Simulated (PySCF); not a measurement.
**Gas-phase XPS of `C#C/C=N/C`, computed**

Species: C₄H₅N.
Numbering: `[CH:1]#[C:2]/[CH:3]=[N:4]/[CH3:5]`

Structure used (GFN2-xTB), in Å, numbered top down from 1:
```
atom  x, y, z in Å
C1     2.9362    0.1212   -0.3094
C2     1.7513   -0.0641   -0.2431
C3     0.3695   -0.3455   -0.1608
N4    -0.4967    0.5668   -0.2319
C5    -1.8812    0.2495   -0.1467
H6     3.9682    0.3029   -0.3685
H7     0.1228   -1.4137   -0.0322
H8    -2.3688    0.6062   -1.0555
H9    -2.3059    0.8049    0.6911
H10   -2.0865   -0.8236   -0.0185
```

Method used: delta-SCF UKS SCAN, pcX-2 on the ionised atom, pcseg-1 elsewhere, spin-free X2C in PySCF 2.14.0. These are vertical core ionisation energies against the vacuum level, from separate self-consistent calculations with and without the core hole.

**Question.** What binding energy does each computed site have?

**Answer.** 
| atom(s) | bonded to | level | binding energy (eV) | above the level's lowest (eV) | count |
| --- | --- | --- | --- | --- | --- |
| C1 | C (triple bond) and H | C 1s | 290.42 | 0.00 | 1 |
| C2 | C (triple bond) and C | C 1s | 290.85 | +0.43 | 1 |
| C5 | N and 3 H | C 1s | 291.56 | +1.14 | 1 |
| C3 | N (double bond), C and H | C 1s | 292.28 | +1.86 | 1 |
| N4 | C (double bond) and C | N 1s | 404.60 | 0.00 | 1 |

The listed C 1s values span 1.86 eV, from C1 (bonded to C (triple bond) and H) to C3 (bonded to N (double bond), C and H). Summing the Pauling electronegativity differences to the bonded atoms, each weighted by its formal bond order, gives -0.35 for the lowest site and +0.63 for the highest; no listed site has a larger sum than the highest. The smallest sum, -0.56, belongs to C5, 1.14 eV above the lowest.

**Question.** Which photon energy gives electrons from C 1s of C1 a kinetic energy of 100 eV, and what is their de Broglie wavelength?

**Answer.** hν = 290.42 + 100 = 390.42 eV, recoil neglected; λ = 12.264 Å/√(E/eV) = 1.23 Å.

The unrestricted hole states depart most from a pure doublet (⟨S²⟩ = 0.75; over 0.85 named) for C 1s of C1 (0.86), C 1s of C2 (0.90) and C 1s of C3 (0.89), which makes these values less certain. Isolated species at its GFN2-xTB geometry, gas phase.

The run took 19 s wall on one thread, x86-64 server, on a shared host.
